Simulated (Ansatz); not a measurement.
A nudged elastic band was laid between two geometries of C3H4FNO (10 atoms, charge 0, multiplicity 1).

Level of theory: UKS PBE0/6-31G* in Ansatz 0.2.0.

```json
{
 "movable images": "7",
 "climbing image": "yes",
 "spring": "5.0 eV/Å²",
 "optimiser": "quadratic models (default)",
 "start path": "straight line",
 "force threshold": "0.05 eV/Å",
 "iteration limit": "58",
 "end points": "relaxed"
}
```

Initial state:

```xyz
10
Properties=species:S:1:pos:R:3
C -0.531 -1.530 0.152
C 0.025 -0.166 0.086
N 1.163 0.348 0.401
C 0.604 1.552 -0.188
F 0.470 2.603 0.626
O -0.672 0.892 -0.435
H 0.191 -2.199 0.623
H -0.762 -1.889 -0.857
H -1.464 -1.527 0.725
H 1.059 1.864 -1.131
```

Final state:

```xyz
10
Properties=species:S:1:pos:R:3
C -0.403 -1.446 -0.085
C -0.134 -0.012 0.157
N 0.960 0.721 0.073
C 0.088 1.906 -0.264
F 0.187 2.828 0.713
O -1.032 0.934 0.165
H 0.469 -2.054 0.169
H -0.656 -1.612 -1.140
H -1.254 -1.769 0.520
H 1.858 0.452 -0.307
```

Task: What changes between the two ends?

Result: Bonds broken: C4–H10. Bonds formed: N3–H10.

Task: What energy profile does the band end with?

Result: It converged. The highest image is number 4 of 0 to 8, 3.33 eV above the first end and 1.35 eV above the last; the last end lies 1.98 eV above the first. Neighbouring images differ by up to 1.5 eV, so the band resolves the path poorly. Another band between the same ends (7 images) ends at a top of the same energy, where a vibrational analysis finds 1 clearly imaginary mode. The orbitals were unrestricted but ended closed-shell.

```csv
image,path coordinate (Å),energy (eV),C4–H10 (Å),N3–H10 (Å)
0,0.00,0.00,1.09,2.16
1,0.45,0.06,1.09,2.12
2,0.90,0.34,1.09,1.98
3,1.35,1.79,1.18,1.58
4,1.81,3.33,1.47,1.18
5,2.16,2.73,1.80,1.03
6,2.52,2.15,2.08,1.01
7,2.88,1.98,2.28,1.01
8,3.23,1.98,2.29,1.01
```

Task: What is the geometry of the highest image?

Result: 
```xyz
10
Properties=species:S:1:pos:R:3
C -0.434 -1.468 -0.009
C -0.066 -0.085 0.351
N 1.113 0.569 0.297
C 0.288 1.700 -0.122
F 0.382 2.871 0.497
O -0.881 0.973 0.134
H 0.330 -2.158 0.355
H -0.519 -1.583 -1.100
H -1.398 -1.737 0.434
H 1.268 0.868 -0.834
```

The band took 16 iterations and of the order of 13 core-minutes.

Time of the run: 6.8 min on 2 threads of Intel(R) Xeon(R) Platinum 8223CL CPU @ 3.00GHz (Skylake/Cascade Lake), with other jobs on the host, peak memory 0.32 GiB.
